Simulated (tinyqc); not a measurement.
ROHF in the sto-3g basis, for OH+, spin multiplicity 3, step by step (part 1 of 3). This run ends on a higher stationary point, not on the lowest solution. Computed by tinyqc, a small Python program that keeps every step (integrals from PySCF). Settings: charge = 1, multiplicity = 3, basis = sto-3g, energy threshold = 1e-09, iteration cap = 51, orthogonalisation = symmetric, start = highest core orbitals, DIIS depth = 8, method = ROHF. Command: `OMP_NUM_THREADS=1 python tinyqc.py 26797 26798 out.jsonl` (the two numbers bound the seeds that draw the settings). One thread of a shared host (Intel(R) Xeon(R) Processor @ 2.60GHz), about 0.07 s of CPU time with the checks. Later iterations appear only in the table of the cycle.

## One-electron integrals

Geometry (angstrom):
```
atom         x         y         z
O     0.000000  0.000000  0.000000
H     0.000000  0.000000  1.575000
```

Basis sto-3g: exponents (1/bohr^2) and contraction coefficients of normalised primitives:
```
element  l (shell)    exponent  coefficient
O            s (1)  130.709320     0.154329
O            s (1)   23.808861     0.535328
O            s (1)    6.443608     0.444635
O            s (2)    5.033151    -0.099967
O            s (2)    1.169596     0.399513
O            s (2)    0.380389     0.700115
O            p (3)    5.033151     0.155916
O            p (3)    1.169596     0.607684
O            p (3)    0.380389     0.391957
H            s (1)    3.425251     0.154329
H            s (1)    0.623914     0.535328
H            s (1)    0.168855     0.444635
```

Overlap, kinetic and nuclear-attraction integrals over the contracted functions; the nuclear repulsion is the sum of Za Zb / Rab.

nuclear repulsion = 2.68788425 hartree

overlap S:
```
           1O 1s     1O 2s    1O 2px    1O 2py    1O 2pz     2H 1s
1O 1s   1.000000  0.236704  0.000000  0.000000  0.000000  0.013048
1O 2s   0.236704  1.000000  0.000000  0.000000  0.000000  0.173553
1O 2px  0.000000  0.000000  1.000000  0.000000  0.000000  0.000000
1O 2py  0.000000  0.000000  0.000000  1.000000  0.000000  0.000000
1O 2pz  0.000000  0.000000  0.000000  0.000000  1.000000  0.175397
2H 1s   0.013048  0.173553  0.000000  0.000000  0.175397  1.000000
```

kinetic energy T (hartree):
```
            1O 1s      1O 2s    1O 2px    1O 2py    1O 2pz      2H 1s
1O 1s   29.003200  -0.168011  0.000000  0.000000  0.000000  -0.003706
1O 2s   -0.168011   0.808128  0.000000  0.000000  0.000000  -0.011614
1O 2px   0.000000   0.000000  2.528731  0.000000  0.000000   0.000000
1O 2py   0.000000   0.000000  0.000000  2.528731  0.000000   0.000000
1O 2pz   0.000000   0.000000  0.000000  0.000000  2.528731   0.022987
2H 1s   -0.003706  -0.011614  0.000000  0.000000  0.022987   0.760032
```

nuclear attraction V (hartree):
```
             1O 1s      1O 2s     1O 2px     1O 2py     1O 2pz      2H 1s
1O 1s   -60.954440  -7.262609   0.000000   0.000000  -0.005734  -0.409644
1O 2s    -7.262609  -9.387864   0.000000   0.000000  -0.072286  -1.108623
1O 2px    0.000000   0.000000  -9.304174   0.000000   0.000000   0.000000
1O 2py    0.000000   0.000000   0.000000  -9.304174   0.000000   0.000000
1O 2pz   -0.005734  -0.072286   0.000000   0.000000  -9.337756  -0.955484
2H 1s    -0.409644  -1.108623   0.000000   0.000000  -0.955484  -3.906652
```

core Hamiltonian H = T + V (hartree):
```
             1O 1s      1O 2s     1O 2px     1O 2py     1O 2pz      2H 1s
1O 1s   -31.951240  -7.430619   0.000000   0.000000  -0.005734  -0.413350
1O 2s    -7.430619  -8.579736   0.000000   0.000000  -0.072286  -1.120237
1O 2px    0.000000   0.000000  -6.775443   0.000000   0.000000   0.000000
1O 2py    0.000000   0.000000   0.000000  -6.775443   0.000000   0.000000
1O 2pz   -0.005734  -0.072286   0.000000   0.000000  -6.809025  -0.932497
2H 1s    -0.413350  -1.120237   0.000000   0.000000  -0.932497  -3.146620
```

## Two-electron integrals

Functions are numbered as in S; the eight-fold symmetry (ij|kl) = (ji|kl) = (kl|ij) leaves the list below.

Two-electron integrals (ij|kl) in chemists' order, unique and non-zero (hartree):
```
(11|11) 4.785065   (21|11) 0.741380   (21|21) 0.136873   (22|11) 1.118947
(22|21) 0.256633   (22|22) 0.817206   (31|31) 0.024477   (32|31) 0.037809
(32|32) 0.180518   (33|11) 1.115814   (33|21) 0.256684   (33|22) 0.817023
(33|33) 0.880159   (41|41) 0.024477   (42|41) 0.037809   (42|42) 0.180518
(43|43) 0.047444   (44|11) 1.115814   (44|21) 0.256684   (44|22) 0.817023
(44|33) 0.785270   (44|44) 0.880159   (51|51) 0.024477   (52|51) 0.037809
(52|52) 0.180518   (53|53) 0.047444   (54|54) 0.047444   (55|11) 1.115814
(55|21) 0.256684   (55|22) 0.817023   (55|33) 0.785270   (55|44) 0.785270
(55|55) 0.880159   (61|11) 0.041325   (61|21) 0.007572   (61|22) 0.014134
(61|33) 0.014112   (61|44) 0.014112   (61|51) 0.000317   (61|52) 0.000602
(61|55) 0.014178   (61|61) 0.000423   (62|11) 0.125644   (62|21) 0.029290
(62|22) 0.106804   (62|33) 0.104943   (62|44) 0.104943   (62|51) 0.002133
(62|52) 0.018169   (62|55) 0.110416   (62|61) 0.001651   (62|62) 0.019287
(63|31) 0.002734   (63|32) 0.017100   (63|53) 0.003554   (63|63) 0.002448
(64|41) 0.002734   (64|42) 0.017100   (64|54) 0.003554   (64|64) 0.002448
(65|11) 0.103152   (65|21) 0.024320   (65|22) 0.094873   (65|33) 0.090996
(65|44) 0.090996   (65|51) 0.004175   (65|52) 0.031386   (65|55) 0.102518
(65|61) 0.001413   (65|62) 0.020904   (65|65) 0.024875   (66|11) 0.334962
(66|21) 0.079261   (66|22) 0.332843   (66|33) 0.323250   (66|44) 0.323250
(66|51) 0.005584   (66|52) 0.068140   (66|55) 0.351824   (66|61) 0.004470
(66|62) 0.085255   (66|65) 0.106743   (66|66) 0.774606
```

## Orthogonalisation

S = U s U^T; symmetric (Loewdin) form X = U s^(-1/2) U^T, so that X^T S X = 1.

eigenvalues of S: 0.690835  0.861781  1.000000  1.000000  1.125195  1.322190

X:
```
            1O 1s      1O 2s    1O 2px    1O 2py     1O 2pz      2H 1s
1O 1s    1.022133  -0.124260  0.000000  0.000000  -0.001540   0.009790
1O 2s   -0.124260   1.034402  0.000000  0.000000   0.012284  -0.092359
1O 2px   0.000000   0.000000  1.000000  0.000000   0.000000   0.000000
1O 2py   0.000000   0.000000  0.000000  1.000000   0.000000   0.000000
1O 2pz  -0.001540   0.012284  0.000000  0.000000   1.012082  -0.091241
2H 1s    0.009790  -0.092359  0.000000  0.000000  -0.091241   1.024122
```

## Starting guess

The start is the highest orbitals of the core Hamiltonian (a deliberately bad start); D(s) = C_occ C_occ^T for each spin.

D(alpha) at the start:
```
            1O 1s      1O 2s    1O 2px    1O 2py     1O 2pz      2H 1s
1O 1s    0.057587  -0.250639  0.000000  0.000000  -0.005622   0.030890
1O 2s   -0.250639   1.094075  0.000000  0.000000   0.033758  -0.192456
1O 2px   0.000000   0.000000  1.000000  0.000000   0.000000   0.000000
1O 2py   0.000000   0.000000  0.000000  1.000000   0.000000   0.000000
1O 2pz  -0.005622   0.033758  0.000000  0.000000   1.032788  -0.186935
2H 1s    0.030890  -0.192456  0.000000  0.000000  -0.186935   1.065777
```

D(beta) at the start:
```
            1O 1s      1O 2s    1O 2px    1O 2py     1O 2pz      2H 1s
1O 1s    0.000276  -0.002140  0.000000  0.000000  -0.001770   0.017084
1O 2s   -0.002140   0.016575  0.000000  0.000000   0.013714  -0.132344
1O 2px   0.000000   0.000000  1.000000  0.000000   0.000000   0.000000
1O 2py   0.000000   0.000000  0.000000  1.000000   0.000000   0.000000
1O 2pz  -0.001770   0.013714  0.000000  0.000000   0.011346  -0.109498
2H 1s    0.017084  -0.132344  0.000000  0.000000  -0.109498   1.056719
```

## Iteration 1: building the Fock matrix

J_ij = sum D_kl (ij|kl) with D = D(alpha) + D(beta), K_ij = sum D_kl (ik|jl) for each spin; F = H + J - K(s); E = tr D H + tr D J / 2 - 0.5 sum_s tr D(s) K(s) + E_nn.

Coulomb J (hartree):
```
           1O 1s     1O 2s    1O 2px    1O 2py    1O 2pz     2H 1s
1O 1s   7.345289  1.688991  0.000000  0.000000  0.011250  0.093184
1O 2s   1.688991  5.545992  0.000000  0.000000  0.130853  0.804030
1O 2px  0.000000  0.000000  5.558340  0.000000  0.000000  0.000000
1O 2py  0.000000  0.000000  0.000000  5.558340  0.000000  0.000000
1O 2pz  0.011250  0.130853  0.000000  0.000000  5.517908  0.771359
2H 1s   0.093184  0.804030  0.000000  0.000000  0.771359  3.541584
```

exchange K(alpha) (hartree):
```
           1O 1s     1O 2s    1O 2px    1O 2py    1O 2pz     2H 1s
1O 1s   0.127876  0.120385  0.000000  0.000000  0.000005  0.009372
1O 2s   0.120385  1.295259  0.000000  0.000000  0.006852  0.185642
1O 2px  0.000000  0.000000  1.151428  0.000000  0.000000  0.000000
1O 2py  0.000000  0.000000  0.000000  1.151428  0.000000  0.000000
1O 2pz  0.000005  0.006852  0.000000  0.000000  1.160224  0.163307
2H 1s   0.009372  0.185642  0.000000  0.000000  0.163307  0.805388
```

exchange K(beta) (hartree):
```
            1O 1s     1O 2s    1O 2px    1O 2py     1O 2pz     2H 1s
1O 1s    0.049436  0.075792  0.000000  0.000000  -0.000028  0.004887
1O 2s    0.075792  0.364702  0.000000  0.000000   0.005213  0.072862
1O 2px   0.000000  0.000000  0.928355  0.000000   0.000000  0.000000
1O 2py   0.000000  0.000000  0.000000  0.928355   0.000000  0.000000
1O 2pz  -0.000028  0.005213  0.000000  0.000000   0.103382  0.070363
2H 1s    0.004887  0.072862  0.000000  0.000000   0.070363  0.778810
```

F(alpha) (hartree):
```
             1O 1s      1O 2s     1O 2px     1O 2py     1O 2pz      2H 1s
1O 1s   -24.733828  -5.862013   0.000000   0.000000   0.005511  -0.329538
1O 2s    -5.862013  -4.329003   0.000000   0.000000   0.051715  -0.501850
1O 2px    0.000000   0.000000  -2.368531   0.000000   0.000000   0.000000
1O 2py    0.000000   0.000000   0.000000  -2.368531   0.000000   0.000000
1O 2pz    0.005511   0.051715   0.000000   0.000000  -2.451341  -0.324445
2H 1s    -0.329538  -0.501850   0.000000   0.000000  -0.324445  -0.410425
```

F(beta) (hartree):
```
             1O 1s      1O 2s     1O 2px     1O 2py     1O 2pz      2H 1s
1O 1s   -24.655387  -5.817420   0.000000   0.000000   0.005544  -0.325053
1O 2s    -5.817420  -3.398447   0.000000   0.000000   0.053354  -0.389069
1O 2px    0.000000   0.000000  -2.145457   0.000000   0.000000   0.000000
1O 2py    0.000000   0.000000   0.000000  -2.145457   0.000000   0.000000
1O 2pz    0.005544   0.053354   0.000000   0.000000  -1.394499  -0.231501
2H 1s    -0.325053  -0.389069   0.000000   0.000000  -0.231501  -0.383846
```

total energy of this density = -28.56937336 hartree

## Iteration 1: Roothaan effective Fock matrix

With projectors Pc = D(beta) S, Po = (D(alpha) - D(beta)) S, Pv = 1 - D(alpha) S, the block xy is Px^T F Py; with Fc = (F(alpha) + F(beta))/2, the blocks are Fc for cc, oo, vv and cv, F(beta) for co and F(alpha) for ov.

effective F (hartree):
```
             1O 1s      1O 2s     1O 2px     1O 2py     1O 2pz      2H 1s
1O 1s   -24.694729  -5.850344   0.000000   0.000000   0.005462  -0.328640
1O 2s    -5.850344  -3.868831   0.000000   0.000000   0.051910  -0.447758
1O 2px    0.000000   0.000000  -2.256994   0.000000   0.000000   0.000000
1O 2py    0.000000   0.000000   0.000000  -2.256994   0.000000   0.000000
1O 2pz    0.005462   0.051910   0.000000   0.000000  -1.924221  -0.286762
2H 1s    -0.328640  -0.447758   0.000000   0.000000  -0.286762  -0.399422
```

## Iteration 1: diagonalisation and new density

Diagonalise F' = X^T F X, C = X C', fill 5 alpha and 3 beta electrons from the bottom; D(s) = C_occ C_occ^T. Each column has its largest component positive (the first on a tie).

F' = X^T F X (hartree):
```
            1          2          3          4          5          6
1  -24.379096  -2.620126   0.000000   0.000000  -0.004692  -0.022255
2   -2.620126  -2.940687   0.000000   0.000000   0.056861  -0.133750
3    0.000000   0.000000  -2.256994   0.000000   0.000000   0.000000
4    0.000000   0.000000   0.000000  -2.256994   0.000000   0.000000
5   -0.004692   0.056861   0.000000   0.000000  -1.919599  -0.094827
6   -0.022255  -0.133750   0.000000   0.000000  -0.094827  -0.327162
```

orbital energies (hartree): MO1 -24.694733, MO2 -2.636189, MO3 -2.256994, MO4 -2.256994, MO5 -1.921836, MO6 -0.313785

coefficients C:
```
              MO1        MO2       MO3        MO4        MO5        MO6
1O 1s    0.999952  -0.244072  0.000000   0.000000  -0.017789   0.022435
1O 2s    0.000189   1.031845  0.000000   0.000000   0.077834  -0.152797
1O 2px   0.000000   0.000000  0.993236  -0.116113   0.000000   0.000000
1O 2py   0.000000   0.000000  0.116113   0.993236   0.000000   0.000000
1O 2pz  -0.000291  -0.065600  0.000000   0.000000   1.002495  -0.153260
2H 1s    0.000283  -0.031460  0.000000   0.000000  -0.030845   1.031424
```

D(alpha) after iteration 1:
```
            1O 1s      1O 2s    1O 2px    1O 2py     1O 2pz      2H 1s
1O 1s    1.059791  -0.253041  0.000000  0.000000  -0.002113   0.008511
1O 2s   -0.253041   1.070762  0.000000  0.000000   0.010339  -0.034862
1O 2px   0.000000   0.000000  1.000000  0.000000   0.000000   0.000000
1O 2py   0.000000   0.000000  0.000000  1.000000   0.000000   0.000000
1O 2pz  -0.002113   0.010339  0.000000  0.000000   1.009299  -0.028859
2H 1s    0.008511  -0.034862  0.000000  0.000000  -0.028859   0.001941
```

D(beta) after iteration 1:
```
            1O 1s      1O 2s    1O 2px    1O 2py     1O 2pz      2H 1s
1O 1s    1.059474  -0.251656  0.000000  0.000000   0.015721   0.007962
1O 2s   -0.251656   1.064704  0.000000  0.000000  -0.067689  -0.032462
1O 2px   0.000000   0.000000  0.986518  0.115328   0.000000   0.000000
1O 2py   0.000000   0.000000  0.115328  0.013482   0.000000   0.000000
1O 2pz   0.015721  -0.067689  0.000000  0.000000   0.004303   0.002064
2H 1s    0.007962  -0.032462  0.000000  0.000000   0.002064   0.000990
```

Within a degenerate level the vectors are fixed only up to a rotation; this is one choice.

## Iteration 2: building the Fock matrix

As before.

Coulomb J (hartree):
```
            1O 1s      1O 2s    1O 2px    1O 2py     1O 2pz     2H 1s
1O 1s   16.240283   3.006517  0.000000  0.000000  -0.004155  0.166494
1O 2s    3.006517   7.118598  0.000000  0.000000  -0.023585  0.886094
1O 2px   0.000000   0.000000  7.173001  0.010943   0.000000  0.000000
1O 2py   0.000000   0.000000  0.010943  7.080671   0.000000  0.000000
1O 2pz  -0.004155  -0.023585  0.000000  0.000000   7.079414  0.766281
2H 1s    0.166494   0.886094  0.000000  0.000000   0.766281  2.644558
```

exchange K(alpha) (hartree):
```
           1O 1s     1O 2s    1O 2px    1O 2py    1O 2pz     2H 1s
1O 1s   4.916346  0.856049  0.000000  0.000000  0.000120  0.051027
1O 2s   0.856049  1.425488  0.000000  0.000000  0.001924  0.164401
1O 2px  0.000000  0.000000  1.174242  0.000000  0.000000  0.000000
1O 2py  0.000000  0.000000  0.000000  1.174242  0.000000  0.000000
1O 2pz  0.000120  0.001924  0.000000  0.000000  1.175346  0.117396
2H 1s   0.051027  0.164401  0.000000  0.000000  0.117396  0.040167
```

exchange K(beta) (hartree):
```
            1O 1s      1O 2s    1O 2px    1O 2py     1O 2pz     2H 1s
1O 1s    4.866989   0.780307  0.000000  0.000000  -0.001954  0.044095
1O 2s    0.780307   1.060852  0.000000  0.000000  -0.066039  0.110266
1O 2px   0.000000   0.000000  1.067189  0.096035   0.000000  0.000000
1O 2py   0.000000   0.000000  0.096035  0.256928   0.000000  0.000000
1O 2pz  -0.001954  -0.066039  0.000000  0.000000   0.248811  0.011725
2H 1s    0.044095   0.110266  0.000000  0.000000   0.011725  0.015665
```

F(alpha) (hartree):
```
             1O 1s      1O 2s     1O 2px     1O 2py     1O 2pz      2H 1s
1O 1s   -20.627304  -5.280152   0.000000   0.000000  -0.010009  -0.297884
1O 2s    -5.280152  -2.886626   0.000000   0.000000  -0.097796  -0.398545
1O 2px    0.000000   0.000000  -0.776683   0.010943   0.000000   0.000000
1O 2py    0.000000   0.000000   0.010943  -0.869014   0.000000   0.000000
1O 2pz   -0.010009  -0.097796   0.000000   0.000000  -0.904956  -0.283612
2H 1s    -0.297884  -0.398545   0.000000   0.000000  -0.283612  -0.542229
```

F(beta) (hartree):
```
             1O 1s      1O 2s     1O 2px     1O 2py     1O 2pz      2H 1s
1O 1s   -20.577947  -5.204410   0.000000   0.000000  -0.007935  -0.290951
1O 2s    -5.204410  -2.521990   0.000000   0.000000  -0.029833  -0.344410
1O 2px    0.000000   0.000000  -0.669631  -0.085092   0.000000   0.000000
1O 2py    0.000000   0.000000  -0.085092   0.048300   0.000000   0.000000
1O 2pz   -0.007935  -0.029833   0.000000   0.000000   0.021578  -0.177941
2H 1s    -0.290951  -0.344410   0.000000   0.000000  -0.177941  -0.517727
```

total energy of this density = -73.76483717 hartree

## Iteration 2: Roothaan effective Fock matrix

As before.

effective F (hartree):
```
             1O 1s      1O 2s     1O 2px     1O 2py     1O 2pz      2H 1s
1O 1s   -20.602624  -5.242050   0.000000   0.000000  -0.005661  -0.293886
1O 2s    -5.242050  -2.702102   0.000000   0.000000  -0.047738  -0.367308
1O 2px    0.000000   0.000000  -0.723157  -0.037074   0.000000   0.000000
1O 2py    0.000000   0.000000  -0.037074  -0.410357   0.000000   0.000000
1O 2pz   -0.005661  -0.047738   0.000000   0.000000  -0.442623  -0.207295
2H 1s    -0.293886  -0.367308   0.000000   0.000000  -0.207295  -0.522500
```

## Iteration 2: DIIS over 2 matrices

error matrix X^T (FDS - SDF) X:
```
           1          2         3         4          5          6
1   0.000000   0.007024  0.000000  0.000000   0.028847  -0.086771
2  -0.007024   0.000000  0.000000  0.000000   0.116061   0.134620
3   0.000000   0.000000  0.000000  0.000000   0.000000   0.000000
4   0.000000   0.000000  0.000000  0.000000   0.000000   0.000000
5  -0.028847  -0.116061  0.000000  0.000000   0.000000   0.115685
6   0.086771  -0.134620  0.000000  0.000000  -0.115685   0.000000
```

B (overlaps of the stored error matrices):
```
                1               2
1   4.8617807e-02  -3.3496796e-02
2  -3.3496796e-02   1.0677291e-01
```

Minimise |sum c_i e_i|^2 with sum c_i = 1: solve [B -1; -1 0][c; lambda] = [0; -1] with B_ij = tr e_i^T e_j, and take F = sum c_i F_i.

DIIS coefficients: 0.630754  0.369246

extrapolated F (hartree):
```
             1O 1s      1O 2s     1O 2px     1O 2py     1O 2pz      2H 1s
1O 1s   -23.183734  -5.625734   0.000000   0.000000   0.001355  -0.315807
1O 2s    -5.625734  -3.438020   0.000000   0.000000   0.015115  -0.418052
1O 2px    0.000000   0.000000  -1.690630  -0.013689   0.000000   0.000000
1O 2py    0.000000   0.000000  -0.013689  -1.575130   0.000000   0.000000
1O 2pz    0.001355   0.015115   0.000000   0.000000  -1.377147  -0.257419
2H 1s    -0.315807  -0.418052   0.000000   0.000000  -0.257419  -0.444868
```
